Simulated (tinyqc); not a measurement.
Stretching all distances: RHF, UHF, MP2, CISD and CCSD against full CI in the sto-3g basis, for H3O+, spin multiplicity 1. Computed by the program tinyqc with PySCF. All coordinates are multiplied by the scale. c0^2 is the weight of the RHF determinant in the lowest singlet FCI state (UHF is spin-contaminated and may lie near states of higher spin) and n(LUMO) the first natural occupation beyond the occupied space.

Geometry (angstrom):
```
atom        x        y       z
O      0.0000   0.0000  0.2760
H      0.9040   0.0000  0.0000
H     -0.4520   0.7830  0.0000
H     -0.4520  -0.7830  0.0000
```

Full CI energy (hartree) and errors against it (kcal/mol):
```
scale   distance 1-2 (angstrom)      E(FCI)       RHF      UHF      MP2     CISD    CCSD  <S^2> UHF    c0^2  n(LUMO)
0.9800                   0.9263  -75.369688   35.1537  35.1537   7.8840   0.7038  0.1926     0.0000  0.9758   0.0171
1.1100                   1.0492  -75.393368   45.6397  45.6397  10.7542   1.3583  0.3687     0.0000  0.9617   0.0264
1.2400                   1.1720  -75.347073   58.8027  58.8027  14.4255   2.5706  0.6893     0.0000  0.9391   0.0406
1.3700                   1.2949  -75.272747   75.2849  75.2849  19.1397   4.7676  1.2200     0.0000  0.9019   0.0616
1.5000                   1.4178  -75.192522   95.6651  91.7289  25.1601   8.6013  2.0043     0.6558  0.8411   0.1005
1.6200                   1.5312  -75.122863  118.1623  81.8164  32.0263  14.2551  2.8965     1.5043  0.7559   0.1568
1.7500                   1.6541  -75.056909  146.1492  63.1428  40.8520  23.1801  3.6586     1.9226  0.6303   0.2439
1.8800                   1.7770  -75.002491  176.7040  46.0817  50.9491  35.0217  3.1677     2.1972  0.4818   0.3538
```

What does the comparison show, and why?

UHF parts from RHF first at scale 1.5 of those listed, where <S^2> leaves zero. The weight c0^2 goes from 0.98 to 0.48 and n(LUMO) from 0.02 to 0.35: static correlation grows as the bonds break into open-shell fragments. The spread of the error along the curve, which distorts its shape, is CCSD 3.5, CISD 34.3, MP2 43.1, UHF 56.6, RHF 141.6 kcal/mol. The table stops here: at scale 2.01 and beyond, the reference weight falls under 0.45 or RHF, UHF or CCSD hop between solutions, so those rows were left out and the spreads given cover only the rows shown. As computed, partly on other solutions, the errors there reach in size RHF 208, UHF 33, MP2 62, CISD 49, CCSD 0 kcal/mol.
